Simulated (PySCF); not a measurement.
C3H5ClNO (doublet state).
Geometry (GFN2-xTB, Å), atoms numbered from 1 in this order:
```
atom  x, y, z in Å
N1     1.279    0.879   -0.142
C2     0.950   -0.354   -0.573
O3     1.664   -1.051   -1.249
C4    -0.461   -0.802   -0.114
C5    -1.489   -0.099   -0.894
Cl6   -1.857    1.522   -0.516
H7     0.596    1.473    0.297
H8     2.135    1.294   -0.473
H9    -0.554   -0.591    0.953
H10   -0.535   -1.875   -0.293
H11   -1.724   -0.392   -1.902
```

The hyperfine couplings belong to this conformer and change with its torsions.

Identity: `NC(=O)C[CH]Cl` [radical].

Theory: UKS B3LYP, pcH-1 on C Cl H N O, non-relativistic, mean-field spin-orbit, GIAO (PySCF). Geometry: GFN2-xTB, one conformer, isolated molecule. The geometry wasn't refined by DFT: couplings that depend on bond lengths, twists or pyramidal angles can differ widely from those at the functional's own minimum. The SCF solution wasn't tested for stability.

Task: The isotropic 13C couplings are +154.4, +82.5, -28.3 MHz. Assign them to C2; C4; C5.

Result: 
| site | a_iso (MHz) | ρ(0) (bohr⁻³) | position | distance from C5 (Å) | spin population | largest \|T\| (MHz) |
| --- | --- | --- | --- | --- | --- | --- |
| C2 | +82.5 | +0.0734 | 2 bonds from C5 | 2.47 | +0.04 | 12.5 |
| C4 | -28.3 | -0.0252 | 1 bond from C5 | 1.47 | -0.07 | 3.6 |
| C5 | +154.4 | +0.1369 | largest spin population | 0.00 | +0.92 | 156.5 |

Task: The isotropic 1H couplings, averaged over equivalent nuclei, are -50.6, +35.6, +4.9, -0.4 MHz. Assign them to H7; H8; H9/H10; H11.

Result: 
```csv
site,a_iso (MHz),ρ(0) (bohr⁻³),position,distance from C5 (Å),bound to,spin population there,largest |T| (MHz)
H7,-0.4,-0.0001,4 bonds from C5,2.87,N1,0.00,4.3
H8,+4.9,+0.0011,4 bonds from C5,3.91,N1,0.00,2.5
H9/H10,+35.6,+0.0080,"β, 2 bonds from C5",2.12,C4,-0.07,9.1
H11,-50.6,-0.0113,"α, 1 bond from C5",1.08,C5,+0.92,37.8
```

ρ(0) is the spin density at the nucleus and T the dipolar tensor; a_iso includes a spin–orbit part; entries for several nuclei are means. The Mulliken spin populations are largest on C5 (+0.92), Cl6 (+0.08) and C4 (-0.07). C5 is the only atom above +0.15. The positive populations add up to 1.11 and the negative ones to -0.11, together 2S = 1. The angles at C5 add up to 355.4°, so it is nearly planar; its axial dipolar tensor and the negative coupling of its proton fit spin in a p orbital normal to that plane.

Examples of negative spin density at the nucleus (bohr⁻³): C4 (-0.0252) and H11 (-0.0113).

Nuclei that the bonding pattern makes equivalent are averaged, as if the motion that swaps them (rotation, inversion, ring flip) were fast. H7 and H8 aren't averaged: N1 is flat or nearly so (angle sum 358°), and its turn about the short N1–C2 bond (1.35 Å) is taken as slow. The 1H value of +35.6 MHz is a mean of couplings from 23.5 to 47.6 MHz in this one geometry, not an average over conformers.

On an Arm Neoverse V1 with one thread, no GPU (shared host), this took 40 s (grids of density and orbitals included) and 0.74 GiB of memory at its peak.
